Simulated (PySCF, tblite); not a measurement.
Species: C5H10P (charge +1).
Bonds: C1–C2, C2–C3 (double), C3–C4, C4–P5, P5–C6, C2–C6. Hydrogens: H7, H8, H9 on C1; H10 on C3; H11, H12 on C4; H13, H14 on P5; H15, H16 on C6.

Structure optimised with GFN2-xTB, isolated species.

Task: List the bond lengths, angles and torsions at this level.

Result: 
```json
{"bond": "C1–C2", "length (Å)": "1.485"}
{"bond": "C2=C3", "length (Å)": "1.325"}
{"bond": "C3–C4", "length (Å)": "1.513"}
{"bond": "C4–P5", "length (Å)": "1.819"}
{"bond": "P5–C6", "length (Å)": "1.815"}
{"bond": "C2–C6", "length (Å)": "1.526"}
{"bond": "C1–H7, C1–H8, C1–H9", "length (Å)": "1.088"}
{"bond": "C3–H10", "length (Å)": "1.076"}
{"bond": "C4–H11, C4–H12", "length (Å)": "1.095"}
{"bond": "P5–H13, P5–H14", "length (Å)": "1.374"}
{"bond": "C6–H15, C6–H16", "length (Å)": "1.094"}
```

Bonds in one row agree within 0.01 Å and their mean is given. A selection of angles:
```json
{"angle": "C2–C1–H7", "degrees": "110.5"}
{"angle": "C2–C1–H9", "degrees": "110.4"}
{"angle": "H7–C1–H8", "degrees": "108.7"}
{"angle": "H7–C1–H9", "degrees": "107.5"}
{"angle": "C1–C2–C3", "degrees": "126.5"}
{"angle": "C1–C2–C6", "degrees": "117.0"}
{"angle": "C3–C2–C6", "degrees": "116.5"}
{"angle": "C2–C3–C4", "degrees": "118.9"}
{"angle": "C2–C3–H10", "degrees": "123.3"}
{"angle": "C4–C3–H10", "degrees": "117.7"}
{"angle": "C3–C4–P5", "degrees": "102.8"}
{"angle": "C3–C4–H11", "degrees": "111.4"}
{"angle": "P5–C4–H11", "degrees": "111.4"}
{"angle": "H11–C4–H12", "degrees": "107.5"}
{"angle": "C4–P5–C6", "degrees": "97.8"}
{"angle": "C4–P5–H13", "degrees": "113.8"}
{"angle": "C6–P5–H13", "degrees": "113.8"}
{"angle": "H13–P5–H14", "degrees": "106.3"}
{"angle": "P5–C6–H15", "degrees": "112.0"}
{"angle": "C2–C6–P5", "degrees": "103.6"}
{"angle": "C2–C6–H15", "degrees": "111.6"}
{"angle": "H15–C6–H16", "degrees": "107.4"}
```

Torsions: C1–C2–C3–C4 179° (antiperiplanar); C2–C3–C4–P5 4° (synperiplanar); C3–C4–P5–C6 -6° (synperiplanar); C4–P5–C6–C2 6° (synperiplanar); C1–C2–C6–P5 176° (antiperiplanar). The mirror-image conformer, all signs reversed, is as good.

C3 (alkene CH carbon) is planar (angles 123.3°, 118.9° and 117.7°, sum 360.0°, 0.00 Å off the plane of its three neighbours). C2 (fully substituted alkene carbon) is planar (angles 126.5°, 117.0° and 116.5°, sum 360.0°, 0.00 Å off the plane of its three neighbours). The C–C distances run from 1.325 Å (C2=C3, drawn double) to 1.526 Å (C2–C6, drawn single), a spread of 0.201 Å. P5 (phosphonium phosphorus) is distorted tetrahedral (angles from 97.8° to 113.8°). The 5-membered ring C2–C3–C4–P5–C6 has internal angles of 97.8° to 118.9°; it is slightly puckered (a soft mode that the optimisation may not have finished), 0.03 Å rms from its mean plane, widest ring torsion 6°.

Point group: near Cs, missed by 0.29 Å at most; the miss may be what the optimiser left on a soft mode. Its GFN2-xTB frequencies are all real (lowest 17 cm⁻¹).

All values are computed, not measured.
